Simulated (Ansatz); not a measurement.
A CCSD(T) single point on H7NSi2 (`[SiH3]N[SiH3]`).

```yaml
crystal:
  periodic: [false, false, false]
  atoms:
    - {symbol: Si, position_ang: [-1.042933, 0.758335, -0.879905]}
    - {symbol: N, position_ang: [0.119926, 0.500358, 0.368697]}
    - {symbol: Si, position_ang: [0.995707, -0.935337, 0.755455]}
    - {symbol: H, position_ang: [-1.373472, -0.567233, -1.458491]}
    - {symbol: H, position_ang: [-0.532341, 1.645221, -1.962529]}
    - {symbol: H, position_ang: [-2.274268, 1.393860, -0.336423]}
    - {symbol: H, position_ang: [0.361940, 1.317233, 0.912960]}
    - {symbol: H, position_ang: [0.403262, -2.042342, -0.034927]}
    - {symbol: H, position_ang: [0.897482, -1.242858, 2.208464]}
    - {symbol: H, position_ang: [2.444697, -0.827237, 0.426709]}
basis:
  gaussian: {orbitals: cc-pV(D+d)Z}
correlation: {method: ccsd_t}
```

```sh
$ ansatz run in.yaml --threads 2 --pin off --events-out ev --progress --plain --max-ram 32768MiB --backend cpu
```

Log, shortened:

```
Functional definition: HF
949 factors; integrals over basis functions are off by at most 1.0e-3 eV
mean field evaluation 1: about -17316.0490 eV, gradient 3.0e1 eV
mean field evaluation 2: about -17316.0512 eV, gradient 3.0e1 eV
mean field evaluation 4: about -17318.3785 eV, gradient 3.0e0 eV
mean field evaluation 8: about -17318.4144 eV, gradient 3.1e-4 eV
mean field -17318.41435828 eV, -636.4399888238 hartree, gradient 2.6e-6 eV, S^2 0.000000; 0 other end points of the search recorded, 0 dependent functions left out
11 core orbitals not correlated: weight in the atoms' cores, before any rotation towards them, 1.000 or more for the frozen orbitals, at most 0.000 for the correlated occupied ones
reference -17318.41435828 eV, -636.4399888238 hartree; 10, 10 occupied and 74, 74 virtual orbitals, 949 factors
second order -10.32196296 eV of doubles, -0.00000000 eV of singles
cycle   1  -11.31542007 eV  change   -9.9e-1 eV  update   8.2e-2
cycle   2  -11.73946150 eV  change   -4.2e-1 eV  update   2.5e-2
cycle   3  -11.78877101 eV  change   -4.9e-2 eV  update   8.9e-3
cycle   4  -11.78463497 eV  change    4.1e-3 eV  update   2.5e-3
cycle   5  -11.78466916 eV  change   -3.4e-5 eV  update   7.2e-4
cycle   6  -11.78451004 eV  change    1.6e-4 eV  update   2.0e-4
cycle   7  -11.78446708 eV  change    4.3e-5 eV  update   5.4e-5
cycle   8  -11.78447597 eV  change   -8.9e-6 eV  update   1.9e-5
perturbative correction -0.27769767 eV, -0.0102052013 hartree
Total energy: -17330.47653192 eV, -636.8832655292 hartree
```

It took 7.5 s on 2 threads of a server CPU on a shared host, with 0.41 GiB of host memory at the peak.

The correlation energy is -12.062 eV, 2.3 % of it from (T); the T1 diagnostic reads 0.0106.
